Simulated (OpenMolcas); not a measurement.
# singlet [H2O]2+, step by step

We compute a single-point energy (UHF/3-21G), then a single-point energy (CASSCF(2,2)/3-21G), then a single-point energy (CASPT2(2,2)/3-21G), then the energy (SC-NEVPT2(2,2)/3-21G), then a single-point energy (MRCI(2,2)/3-21G) of singlet [H2O]2+. 

The calculation is run with OpenMolcas 26.06.

## 1. The structure to begin with

[H2O]2+ has 3 atoms, charge +2, and is taken as a singlet. As SMILES of the parent species, `[OH2+]`. The shape is that of a GFN2-xTB optimisation. That shape belongs to the parent species and isn't relaxed for this state.

Bond lengths: O1–H2 1.005 Å, O1–H3 1.005 Å. Angles: H2–O1–H3 120.7°.

## 2. A single-point energy at UHF/3-21G (run 1)

step1.input

```
>>> EXPORT MOLCAS_PRINT=2

&GATEWAY
  BasLib=$CurrDir
  Coord
  3
  bohr
  O     -0.48703911     0.32202823    -0.22620022
  H      0.92600360     1.24396891     0.64369741
  H     -0.43896448    -1.56601604    -0.41751609
  Basis=3-21G
  Group=NoSym

&SEWARD

&SCF
  UHF
  Charge=2
  Scramble=0.25
  PrOrbitals=1 1
```

The basis set 3-21G is read from a file made from the Basis Set Exchange's data (not shown).

Run with:

```sh
$ export MOLCAS_MEM=1860
$ pymolcas step1.input > step1.log
```

Output:

```text
--- Start Module: gateway ---
[...]
--- Stop Module: gateway /rc=_RC_ALL_IS_WELL_ ---
--- Start Module: seward ---
[...]
      Basis functions           13
--- Stop Module: seward /rc=_RC_ALL_IS_WELL_ ---
--- Start Module: scf ---
[...]
       Convergence after  25 Iterations
[...]
::    Total SCF energy                                -74.2470163471
[...]
      Total spin, S                                     0.5913624459
[...]
      Total electronic charge=    8.000000
      Total            charge=    2.000000
[...]
      Dipole Moment (debye):
      Origin of the operator (angstrom)=   -0.2145    0.1418   -0.0996
                   X=  1.9523E+00               Y= -1.2910E+00               Z=  9.0670E-01           Total=  2.5100E+00
      Center of Charge (angstrom)
[...]
--- Stop Module: scf /rc=_RC_ALL_IS_WELL_ ---
[...]
```

Run time: 2 s. Hardware: 1 thread of Intel Xeon Platinum 8488C (Sapphire Rapids), shared host; peak memory 0.37 GiB.

## 3. The energy at CASSCF(2,2)/3-21G (run 2)

step2.input

```
&GATEWAY
BasLib = $CurrDir
Coord
3
bohr
O     -0.48703911     0.32202823    -0.22620022
H      0.92600360     1.24396891     0.64369741
H     -0.43896448    -1.56601604    -0.41751609
Basis = 3-21G
Group = NoSym
&SEWARD
&RASSCF
FileOrb = $CurrDir/step1.UnaOrb
Spin = 1
Nactel = 2 0 0
Inactive = 3
Ras2 = 2
OrbListing = Nothing
```

The basis set 3-21G is read from a file made from the Basis Set Exchange's data (not shown).

Run with:

```sh
$ export MOLCAS_MEM=1860
$ pymolcas step2.input > step2.log
```

Output:

```text
--- Start Module: gateway ---
[...]
--- Stop Module: gateway /rc=_RC_ALL_IS_WELL_ ---
--- Start Module: seward ---
[...]
      Basis functions           13
--- Stop Module: seward /rc=_RC_ALL_IS_WELL_ ---
--- Start Module: rasscf ---
[...]
      Number of active orbitals                  2
[...]
      Spin quantum number                      0.0
[...]
      Active orbitals                            2
[...]
      Number of CSFs                             3
[...]
      Number of root(s) required                 1
[...]
      Convergence after  9 iterations
[...]
      printout of CI-coefficients larger than  0.05 for root  1
      energy=     -74.210684
      conf/sym  11     Coeff  Weight
             1  20   0.92219 0.85043
             3  02  -0.38675 0.14957
      Natural orbitals and occupation numbers for root  1
      sym 1:   1.700851   0.299149
      ************************************************************************************************************************
      *                                                    Final results                                                     *
[...]
::    RASSCF root number  1 Total energy:    -74.21068427
[...]
      Total electronic charge=    8.000000
      Total            charge=    2.000000
[...]
      Dipole Moment (debye):
      Origin of the operator (angstrom)=   -0.2145    0.1418   -0.0996
                   X=  2.1814E+00               Y= -1.4424E+00               Z=  1.0131E+00           Total=  2.8045E+00
      Center of Charge (angstrom)
[...]
--- Stop Module: rasscf /rc=_RC_ALL_IS_WELL_ ---
[...]
```

Run time: 1.7 s. Hardware: 1 thread of Intel Xeon Platinum 8488C (Sapphire Rapids), shared host; peak memory 0.37 GiB.

## 4. The energy at CASPT2(2,2)/3-21G (run 3)

step3.inp

```
&GATEWAY
  BasLib=$CurrDir
  Coord
  3
  bohr
  O     -0.48703911     0.32202823    -0.22620022
  H      0.92600360     1.24396891     0.64369741
  H     -0.43896448    -1.56601604    -0.41751609
  Basis=3-21G
  Group=NoSym

&SEWARD

&RASSCF
  FileOrb=$CurrDir/step2.RasOrb
  Spin=1
  Nactel=2 0 0
  Inactive=3
  Ras2=2
  OrbListing=Nothing

&CASPT2
  Imaginary=0.1
  Frozen=1
```

The basis set 3-21G is read from a file made from the Basis Set Exchange's data (not shown).

Run with:

```sh
$ export MOLCAS_MEM=1860
$ pymolcas step3.inp > step3.log
```

Output:

```text
--- Start Module: gateway ---
[...]
--- Stop Module: gateway /rc=_RC_ALL_IS_WELL_ ---
[...]
      Basis functions           13
[...]
--- Start Module: rasscf ---
[...]
      Number of active orbitals                  2
[...]
      Spin quantum number                      0.0
[...]
      Active orbitals                            2
[...]
      Number of CSFs                             3
[...]
      Number of root(s) required                 1
[...]
      Convergence after  4 iterations
[...]
      printout of CI-coefficients larger than  0.05 for root  1
      energy=     -74.210684
      conf/sym  11     Coeff  Weight
             1  20   0.92219 0.85043
             3  02  -0.38675 0.14957
      Natural orbitals and occupation numbers for root  1
      sym 1:   1.700851   0.299149
      ************************************************************************************************************************
      *                                                    Final results                                                     *
[...]
::    RASSCF root number  1 Total energy:    -74.21068427
[...]
      Total electronic charge=    8.000000
      Total            charge=    2.000000
[...]
      Dipole Moment (debye):
      Origin of the operator (angstrom)=   -0.2145    0.1418   -0.0996
                   X=  2.1814E+00               Y= -1.4424E+00               Z=  1.0131E+00           Total=  2.8045E+00
      Center of Charge (angstrom)
[...]
--- Stop Module: rasscf /rc=_RC_ALL_IS_WELL_ ---
--- Start Module: caspt2 ---
[...]
 ###    WARNING: User changed nr of frozen orbitals.                         ###
 ###############################################################################
[...]
      E2 (Variational):          -0.0690121760
      Total energy:             -74.2796964443
[...]
      Reference weight:           0.98393
[...]
::    CASPT2 Root  1     Total energy:    -74.27969644
[...]
--- Stop Module: caspt2 /rc=_RC_ALL_IS_WELL_ ---
[...]
```

It took 1.6 s on 1 thread of Intel Xeon Platinum 8488C (Sapphire Rapids), shared host; peak memory 0.37 GiB.

## 5. A single-point energy at SC-NEVPT2(2,2)/3-21G (run 4)

step4.inp

```
* H2O NEVPT2

&gateway
  baslib=$CurrDir
  coord
  3
  bohr
  O     -0.48703911     0.32202823    -0.22620022
  H      0.92600360     1.24396891     0.64369741
  H     -0.43896448    -1.56601604    -0.41751609
  basis=3-21G
  group=NoSym

&seward

&rasscf
  fileorb=$CurrDir/step2.RasOrb
  spin=1
  nactel=2 0 0
  inactive=3
  ras2=2
  orblisting=Nothing

&caspt2
  sc-nevpt2
  frozen=1
```

The basis set 3-21G is read from a file made from the Basis Set Exchange's data (not shown).

Run with:

```sh
$ export MOLCAS_MEM=1860
$ pymolcas step4.inp > step4.log
```

Output:

```text
--- Start Module: gateway ---
[...]
--- Stop Module: gateway /rc=_RC_ALL_IS_WELL_ ---
[...]
      Basis functions           13
[...]
--- Start Module: rasscf ---
[...]
      Number of active orbitals                  2
[...]
      Spin quantum number                      0.0
[...]
      Active orbitals                            2
[...]
      Number of CSFs                             3
[...]
      Number of root(s) required                 1
[...]
      Convergence after  4 iterations
[...]
      printout of CI-coefficients larger than  0.05 for root  1
      energy=     -74.210684
      conf/sym  11     Coeff  Weight
             1  20   0.92219 0.85043
             3  02  -0.38675 0.14957
      Natural orbitals and occupation numbers for root  1
      sym 1:   1.700851   0.299149
      ************************************************************************************************************************
      *                                                    Final results                                                     *
[...]
::    RASSCF root number  1 Total energy:    -74.21068427
[...]
      Total electronic charge=    8.000000
      Total            charge=    2.000000
[...]
      Dipole Moment (debye):
      Origin of the operator (angstrom)=   -0.2145    0.1418   -0.0996
                   X=  2.1814E+00               Y= -1.4424E+00               Z=  1.0131E+00           Total=  2.8045E+00
      Center of Charge (angstrom)
[...]
--- Stop Module: rasscf /rc=_RC_ALL_IS_WELL_ ---
--- Start Module: caspt2 ---
[...]
 ###    WARNING: User changed nr of frozen orbitals.                         ###
 ###############################################################################
[...]
      E2 (Variational):          -0.0658731976
[...]
      E2 (Variational):          -0.0658731929
      Total energy:             -74.2765574613
[...]
      Reference weight:           0.98553
[...]
::    SC-NEVPT2 Root  1     Total energy:    -74.27655746
[...]
--- Stop Module: caspt2 /rc=_RC_ALL_IS_WELL_ ---
[...]
```

Run time: 1.8 s. Hardware: 1 thread of Intel Xeon Platinum 8488C (Sapphire Rapids), shared host; peak memory 0.37 GiB.

## 6. A single-point energy at MRCI(2,2)/3-21G (run 5)

step5.input

```
* H2O MRCI

&GATEWAY
  BasLib
  $CurrDir
  Coord
  3
  bohr
  O     -0.48703911     0.32202823    -0.22620022
  H      0.92600360     1.24396891     0.64369741
  H     -0.43896448    -1.56601604    -0.41751609
  Basis
  3-21G
  Group
  NoSym

&SEWARD

&RASSCF
  FileOrb
  $CurrDir/step2.RasOrb
  Spin
  1
  Nactel
  2 0 0
  Inactive
  3
  Ras2
  2
  OrbListing
  Nothing

&MOTRA
  LumOrb
  Frozen
  1

&GUGA
  Electrons
  6
  Spin
  1
  Inactive
  2
  Active
  2
  CIAll
  1

&MRCI
  SDCI
```

The basis set 3-21G is read from a file made from the Basis Set Exchange's data (not shown).

Run with:

```sh
$ export MOLCAS_MEM=1860
$ pymolcas step5.input > step5.log
```

Output:

```text
--- Start Module: gateway ---
[...]
--- Stop Module: gateway /rc=_RC_ALL_IS_WELL_ ---
[...]
      Basis functions           13
[...]
      Number of active orbitals                  2
[...]
      Spin quantum number                      0.0
[...]
      Active orbitals                            2
[...]
      Number of CSFs                             3
[...]
      Number of root(s) required                 1
[...]
      Convergence after  4 iterations
[...]
      printout of CI-coefficients larger than  0.05 for root  1
      energy=     -74.210684
      conf/sym  11     Coeff  Weight
             1  20   0.92219 0.85043
             3  02  -0.38675 0.14957
      Natural orbitals and occupation numbers for root  1
      sym 1:   1.700851   0.299149
      ************************************************************************************************************************
      *                                                    Final results                                                     *
[...]
::    RASSCF root number  1 Total energy:    -74.21068427
[...]
      Dipole Moment (debye):
      Origin of the operator (angstrom)=   -0.2145    0.1418   -0.0996
                   X=  2.1814E+00               Y= -1.4424E+00               Z=  1.0131E+00           Total=  2.8045E+00
      Center of Charge (angstrom)
[...]
      *** WARNING: Default frozen orbitals is overwritten by user input.
      *** Default values:   1
[...]
--- Start Module: guga ---
[...]
--- Stop Module: guga /rc=_RC_ALL_IS_WELL_ ---
--- Start Module: mrci ---
[...]
       (But an ACPF correction will be computed)
       USE THE DEFAULT ACPF G-VALUE GFAC=  0.33333333333333331
[...]
                      CI ENERGY:   -74.28893426
[...]
                ACPF CORRECTION:    -0.00122393
[...]
      Total electronic charge=    8.000000
      Total            charge=    2.000000
[...]
     ACPF CORRECTION:     -0.00122393
[...]
  CI State   1     Total energy:    -74.28893426     QDav:     -0.00185036     QACPF:     -0.00122393
[...]
--- Stop Module: mrci /rc=_RC_ALL_IS_WELL_ ---
[...]
```

Run time: 1.7 s. Hardware: 1 thread of Intel Xeon Platinum 8488C (Sapphire Rapids), shared host; peak memory 0.37 GiB.

## 7. Summary of results

| quantity | value |
| --- | --- |
| run 1, UHF/3-21G: total energy | -74.24702 Eh |
| run 1, UHF/3-21G: HOMO energy | -45.54 eV |
| run 1, UHF/3-21G: LUMO energy | -23.61 eV |
| run 1, UHF/3-21G: HOMO–LUMO gap | 21.93 eV |
| run 1, UHF/3-21G: ⟨S²⟩ | 0.941 |
| run 2, CASSCF(2,2)/3-21G: total energy | -74.21068 Eh |
| run 3, CASPT2(2,2)/3-21G: total energy | -74.27970 Eh |
| run 4, SC-NEVPT2(2,2)/3-21G: total energy | -74.27656 Eh |
| run 5, MRCI(2,2)/3-21G: total energy | -74.28893 Eh |

⟨S²⟩ (run 1, UHF/3-21G) is 0.94 where a pure singlet has 0.00: the reference is spin-contaminated. Mulliken charges (run 2, CASSCF(2,2)/3-21G) run from +0.50 on O1 to +0.75 on H2. Mulliken charges (run 3, CASPT2(2,2)/3-21G) of the CASSCF density run from +0.50 on O1 to +0.75 on H2. Mulliken charges (run 5, MRCI(2,2)/3-21G) of the CASSCF density run from +0.50 on O1 to +0.75 on H2; they depend strongly on the basis.
